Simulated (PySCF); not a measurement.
Molecule: SMILES C(CCl)C (C₃H₇Cl), singlet. Atoms near the plane z = 0.0 Å, at the GFN2-xTB optimised geometry (x, y, z in Å): C1 (1.4, -0.5, 0.0), C2 (-0.1, -0.5, 0.0), C3 (-0.7, 0.9, 0.0), H5 (1.8, 0.0, -0.9), H6 (1.8, -1.5, 0.0), H7 (1.8, 0.0, 0.9), H8 (-0.5, -1.0, -0.9), H9 (-0.5, -1.0, 0.9), H10 (-1.8, 0.9, 0.1), H11 (-0.3, 1.5, 0.8).

Method: PBE0/def2-TZVP (PySCF). Cells within 0.4 Å of a nucleus heavier than hydrogen are left out (blank, or x). The values are rescaled to run from 0 to 1.

```
|111111111111111111111111111|
|111111111111111111111111111|
|111111111111111111111111111|
|111111110000000111111111111|
|111111000000000011111111111|
|111110000000000000111111111|
|111100000000000000011111111|
|111000000000000000001111111|
|111000001000100000000011111|
|1100000244xx200000000001111|
|1100000699xxx00000000000111|
|1100000255xx410000000000011|
|111000001126730000010000011|
|111000000014631210220000011|
|111100000001xx464xx10000001|
|111100000000xx565xx10000001|
|111110000001201223751000001|
|111110000001100013882000011|
|111111000000000002581000011|
|111111100000000000100000011|
|111111100000000000000000111|
|111111111000000000000000111|
|111111111110000000000001111|
|111111111111111110000111111|
|111111111111111111111111111|
|111111111111111111111111111|
|111111111111111111111111111|
```
Scale: ten equal steps from 0.000 (start of '0') to 1.00 (end of '9'), in the order '0123456789'; x runs from -4.00 to 4.00, y from -4.00 (bottom) to 4.00 (top).

Task: Which quantity is mapped?
A. electron localisation function
B. an orbital amplitude
C. log10 of the electron density
D. deformation density (molecule minus spherical neutral atoms)

Result: D, deformation density (molecule minus spherical neutral atoms). In full: deformation density (molecule minus spherical neutral atoms) (e/bohr³).
